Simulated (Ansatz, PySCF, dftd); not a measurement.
Species: C2H6OS, charge 0, singlet. C2H6OS (SMILES O=S(C)C).
B3LYP-D3(BJ)/def2-TZVP minimum from Ansatz (a first-principles code):
```
S
O 1 1.4886
C 1 1.8169 2 106.63
H 3 1.0885 1 106.64 2 -67.13
H 3 1.0900 4 109.97 1 -118.01
H 3 1.0903 4 109.95 5 -122.84
C 1 1.8169 2 106.63 3 102.02
H 7 1.0885 1 106.64 2 67.13
H 7 1.0900 8 109.97 1 118.01
H 7 1.0903 8 109.95 9 122.84
```

Wanted: enthalpy of formation at 298 K (by atomisation, with ideal-gas terms from PySCF's Hessian at B3LYP-D3(BJ)/def2-TZVP and the atoms' measured values of the G2/97 table; no spin-orbit terms), in kcal/mol. UHF or UKS for unpaired electrons; spin-orbit terms are left out. Cores are frozen in correlated methods. Rows without X2C or -DK are non-relativistic. CBS(X,Y): correlation extrapolated as X^-3, Hartree-Fock from the larger set. A bracket is a step between two methods taken in the basis named. The functionals are non-relativistic, so their misses hold any scalar relativity. 'core' is core correlation in cc-pwCVTZ (1s frozen past Ne), 'X2C' scalar relativity in cc-pVTZ-DK, both at CCSD(T). Where a partner has so few electrons that a lower coupled-cluster level is exact, that level stands in.

Measured: -36.2 kcal/mol, -151.5 kJ/mol (G2/97 table in ASE (Curtiss et al.)); atomic spin-orbit terms, which the calculations lack, would raise the computed values.

```tsv
level	program	enthalpy of formation at 298 K (kcal/mol)	error against that value
HF/cc-pV(T+d)Z	Ansatz	220.3	256.5
HF/cc-pV(Q+d)Z	Ansatz	217.7	253.9
B3LYP/def2-TZVPD	Ansatz	-27.2	9.0
PBE0-D4/def2-TZVPD	Ansatz + dftd4	-37.9	-1.7
r2SCANh/def2-TZVPD	Ansatz	-32.3	3.9
wB97M-V/def2-TZVPD	Ansatz	-37.0	-0.8
MP2/cc-pV(D+d)Z	Ansatz	39.4	75.6
MP2/cc-pV(T+d)Z	Ansatz	-22.6	13.6
MP2/CBS(cc-pV(T+d)Z,cc-pV(Q+d)Z)	Ansatz	-50.3	-14.1
CCSD/CBS(cc-pV(T+d)Z,cc-pV(Q+d)Z)	Ansatz	-18.6	17.6
CCSD(T)/CBS(cc-pV(T+d)Z,cc-pV(Q+d)Z) + core + X2C	Ansatz	-37.0	-0.8
CCSDT(Q)/cc-pV(D+d)Z	Ansatz	48.8	85.0
CCSD(T)/CBS(cc-pV(T+d)Z,cc-pV(Q+d)Z) + [CCSDT(Q) - CCSD(T)]/cc-pV(D+d)Z + core + X2C	Ansatz	-38.0	-1.8
```
